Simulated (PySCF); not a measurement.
Computed with core-valence-separated Tamm–Dancoff BHandHLYP/aug-pcX-1 (pcseg-1 on H) in PySCF, non-relativistic, gas phase, PBE0-D3(BJ)/def2-SVP geometry. The energies are unshifted.

Main lines of an unknown, eV (oscillator strength): C K: 282.6 (0.055), 282.7 (0.067), 282.7 (0.055), 282.9 (0.066), 285.5 (0.009). Listed: the first five lines at most of each edge with a tenth or more of its strongest line's intensity; roots within 0.03 eV on the same or equivalent atoms are summed. Only the lowest roots were sought, and the top ones are left out.

Task: Which candidate gives them?
A. `C1=CCC=CC1`
B. `C1C[C@@H]2C[C@@H]2C1`
C. `CC[C@@H]1[C@H]2C[C@@H]12`
D. `C=CCC(=C)C`

Result: D. 

- `C=CCC(=C)C`: C K: 282.6 (0.055), 282.7 (0.067), 282.7 (0.055), 282.9 (0.066), 285.5 (0.009). First C line listed at 282.6 eV, hole on the terminal =CH2 carbon (1s→π*).
- `CC[C@@H]1[C@H]2C[C@@H]12`: C K: 285.2 (0.008), 285.6 (0.015), 286.0 (0.078), 286.0 (0.020), 286.0 (0.025). First C line listed at 285.2 eV, hole on the methyl carbon.
- `C1C[C@@H]2C[C@@H]2C1`: C K: 285.4 (0.013), 285.5 (0.029), 285.6 (0.010), 285.6 (0.033), 285.8 (0.020). First C line listed at 285.4 eV, hole on the ring CH2 carbon.
- `C1=CCC=CC1`: C K: 282.9 (0.245), 285.7 (0.064), 285.7 (0.033), 286.2 (0.040). First C line listed at 282.9 eV, hole on the alkene CH carbon.

One conformer each; other structures than these candidates weren't tested.

Shape of the structure used: `[CH2:1]=[CH:2][CH2:3][C:4](=[CH2:5])[CH3:6]`: C1–C2–C3–C4 118°, C2–C3–C4–C5 113°.
